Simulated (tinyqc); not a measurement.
Inside a calculation. Method: Pariser-Parr-Pople SCF with singles CI, for the molecule c1cc[cH-]c1 (SMILES; centres numbered as the heavy atoms are written). One step of it, computed by the program tinyqc.

Task: Iteration 3: Fock matrix. F_rr = H_rr + P_rr gamma_rr / 2 + sum_(s != r) P_ss gamma_rs; F_rs = H_rs - P_rs gamma_rs / 2; E = tr P (H + F) / 2 + core repulsion sum_(r<s) z_r z_s gamma_rs.

P after iteration 2:
```
,1C,2C,3C,4C,5C
1C,1.200018,0.647203,-0.247234,-0.247234,0.647203
2C,0.647203,1.200006,0.647230,-0.247196,-0.247210
3C,-0.247234,0.647230,1.199985,0.647201,-0.247196
4C,-0.247234,-0.247196,0.647201,1.199985,0.647230
5C,0.647203,-0.247210,-0.247196,0.647230,1.200006
```

core matrix H (eV):
```
,1C,2C,3C,4C,5C
1C,-29.942378,-2.410000,0.000000,0.000000,-2.410000
2C,-2.410000,-29.942073,-2.410000,0.000000,0.000000
3C,0.000000,-2.410000,-29.944059,-2.410000,0.000000
4C,0.000000,0.000000,-2.410000,-29.944059,-2.410000
5C,-2.410000,0.000000,0.000000,-2.410000,-29.942073
```

repulsion gamma_rs (eV):
```
,1C,2C,3C,4C,5C
1C,11.130000,5.344818,4.046371,4.046371,5.344818
2C,5.344818,11.130000,5.346212,4.045936,4.045107
3C,4.046371,5.346212,11.130000,5.345539,4.045936
4C,4.046371,4.045936,5.345539,11.130000,5.346212
5C,5.344818,4.045107,4.045936,5.346212,11.130000
```

Centres (angstrom, eV; a flat drawing with bonds scaled to 1.40 angstrom):
```
centre,x,y,core charge z,W,gamma_rr
1C,1.191000,0.000000,1,11.160000,11.130000
2C,0.368000,1.133000,1,11.160000,11.130000
3C,-0.963000,0.700000,1,11.160000,11.130000
4C,-0.963000,-0.700000,1,11.160000,11.130000
5C,0.368000,-1.133000,1,11.160000,11.130000
```

Give: F; pi energy.

Result:

F (eV):
```
,1C,2C,3C,4C,5C
1C,-0.7255,-4.1396,0.5002,0.5002,-4.1396
2C,-4.1396,-0.7256,-4.1401,0.5001,0.5000
3C,0.5002,-4.1401,-0.7252,-4.1398,0.5001
4C,0.5002,0.5001,-4.1398,-0.7252,-4.1401
5C,-4.1396,0.5000,0.5001,-4.1401,-0.7256
```

pi energy = -66.8616 eV
